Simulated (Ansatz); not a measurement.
## Ansatz (development build ahead of 0.2.0) run

```yaml
crystal:
  periodic: [false, false, false]
  atoms:
    - { symbol: H, position_ang: [-0.00767, -0.00977, -1.52359] }
    - { symbol: C, position_ang: [-0.002, -0.08879, -0.48795] }
    - { symbol: C, position_ang: [0.01602, 0.03802, 0.83062] }
basis:
  gaussian: { orbitals: "6-31G" }
magnetization:
  spin_polarized: true
  initial_magnetization: 1
hamiltonian:
  xc: hf
correlation:
  method: mp2
  frozen_orbitals: { C: 1, H: 0 }
```

The input is written out in the form of the current development build from the run's settings.

Output:

```yaml
Converged: yes
Reference_energy: -76.12001 hartree
Correlation_energy: -0.10952 hartree
Total_energy: -76.22953 hartree
Spin_squared_of_the_determinant: 1.668
```

Caution: the unrestricted determinant is a mixture of spin states.
